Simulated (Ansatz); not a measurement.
# SiO2 (silicon dioxide molecule) at CCSD(T)/STO-3G

What is the energy change on altering one bond length of SiO2 (silicon dioxide molecule) at CCSD(T)/STO-3G? 

The calculation is run with Ansatz 0.2.0.

35 further runs of the same task are left out: 5 that didn't finish, 30 set aside as unsound or not needed.

### 1 Starting point

The species is SiO2 (3 atoms), meant as a singlet with charge 0. SMILES: `O=[Si]=O`. Geometry: relaxed at PBE0-D4/def2-TZVP.

Bond lengths: O1–Si2 1.506 Å, Si2–O3 1.506 Å. Angles: O1–Si2–O3 180.0°.

### 2 A single-point energy at CCSD(T)/STO-3G

File molecule.yaml:

```yaml
crystal:
  periodic: [false, false, false]
  atoms:
    - {symbol: O, position_ang: [0.697730, 1.229600, 0.518760]}
    - {symbol: Si, position_ang: [-0.000010, 0.000000, -0.000000]}
    - {symbol: O, position_ang: [-0.697730, -1.229610, -0.518760]}
basis:
  gaussian:
    orbitals: STO-3G
correlation:
  method: ccsd_t
  frozen_orbitals: {O: 1, Si: 5}
accuracy: high
scf:
  omitted_lower_state_checks: [cluster_reference, increment]
```

Run with:

```console
$ ansatz run molecule.yaml --threads 1 --pin off --max-ram 3480MiB --events-out events.jsonl --progress --plain --runs-dir runs
```

Log (excerpt; [...] marks lines left out):

```text
Warning: RAYON_NUM_THREADS=1 ignored (pool sized by the plan → 1); use --threads N
Functional definition: HF
  name "HF"
[...]
325 factors; integrals over basis functions are off by at most 2.9e-8 eV
[...]
mean field -11786.24377430 eV, -433.1364697024 hartree, gradient 1.7e-8 eV, S^2 0.000000; 0 other end points of the search recorded, 0 dependent functions left out
7 core orbitals not correlated: weight in the atoms' cores, before any rotation towards them, 1.000 or more for the frozen orbitals, at most 0.000 for the correlated occupied ones
reference -11786.24377430 eV, -433.1364697024 hartree; 8, 8 occupied and 4, 4 virtual orbitals, 325 factors
second order -5.63809202 eV of doubles, -0.00000000 eV of singles
cycle   1  -4.17462183 eV  change     1.5e0 eV  update   2.7e-1
[...]
cycle  21  -5.23783753 eV  change  -1.4e-10 eV  update   1.0e-9
perturbative correction -0.99653118 eV, -0.0366218455 hartree
Total energy: -11792.47814301 eV, -433.3655785270 hartree
Checks for a lower state left out: cluster_reference, increment
```

It took 0.16 s on 1 thread of Arm Neoverse V2, shared host.

### 3 The distorted shape at the same level

File in.yaml:

```yaml
basis:
  gaussian:
    orbitals: STO-3G
crystal:
  periodic: [false, false, false]
  atoms:
    - {symbol: O, position_ang: [0.872151, 1.536975, 0.648439]}
    - {symbol: Si, position_ang: [-0.000010, 0.000000, -0.000000]}
    - {symbol: O, position_ang: [-0.697730, -1.229610, -0.518760]}
correlation:
  method: ccsd_t
  frozen_orbitals: {O: 1, Si: 5}
accuracy: high
scf:
  omitted_lower_state_checks: [cluster_reference, increment]
```

Run with:

```console
$ ansatz run in.yaml --threads 1 --pin off --max-ram 3480MiB --events-out events.jsonl --progress --plain --runs-dir runs
```

Log (excerpt; [...] marks lines left out):

```text
Warning: RAYON_NUM_THREADS=1 ignored (pool sized by the plan → 1); use --threads N
[... 2 set-up lines as earlier in the session ...]
[...]
320 factors; integrals over basis functions are off by at most 2.7e-8 eV
[...]
mean field -11785.43941607 eV, -433.1069100829 hartree, gradient 1.6e-8 eV, S^2 0.000000; 3 other end points of the search recorded, 0 dependent functions left out; unrestricted orbitals would lower it
7 core orbitals not correlated: weight in the atoms' cores, before any rotation towards them, 1.000 or more for the frozen orbitals, at most 0.000 for the correlated occupied ones
reference -11785.43941607 eV, -433.1069100829 hartree; 8, 8 occupied and 4, 4 virtual orbitals, 320 factors
second order -4.76655777 eV of doubles, -0.00000000 eV of singles
cycle   1  -3.94031456 eV  change    8.3e-1 eV  update   2.4e-1
[...]
cycle  29  -5.18668548 eV  change   -1.5e-9 eV  update   1.6e-9
perturbative correction -0.75381265 eV, -0.0277021040 hartree
Total energy: -11791.37991420 eV, -433.3252193625 hartree
Checks for a lower state left out: cluster_reference, increment
```

Wall time 0.2 s (1 thread of Arm Neoverse V2, shared host).

### 4 What came out

Level: CCSD(T)/STO-3G, 7 core orbitals frozen.

| quantity | value |
| --- | --- |
| first shape: total energy | -433.36558 Eh |
| first shape: correlation energy (7 core orbitals frozen) | -229.1 mEh |
| first shape: (T) correction | -36.62 mEh |
| first shape: T1 diagnostic | 0.039 |
| distorted shape: total energy | -433.32522 Eh |
| distorted shape: correlation energy (7 core orbitals frozen) | -218.3 mEh |
| distorted shape: (T) correction | -27.70 mEh |
| distorted shape: T1 diagnostic | 0.061 |
| energy change with the O1–Si2 bond stretched from 1.506 to 1.882 Å | 1.098 eV |

With the O1–Si2 bond stretched from 1.506 to 1.882 Å the energy rises by 1.10 eV (106 kJ/mol). The first shape isn't relaxed at this level, so the change isn't measured from a minimum. The minimal basis adds a large error of its own. The T1 diagnostic (first shape) of 0.039 is above the customary mark for such species, so a single reference may not serve. The triples (first shape) make up 16.0 % of the correlation energy. The T1 diagnostic (distorted shape) of 0.061 is above the customary mark for such species, so a single reference may not serve. The restricted solution (distorted shape) is unstable to spin breaking: an unrestricted one lies lower. The triples (distorted shape) make up 12.7 % of the correlation energy.
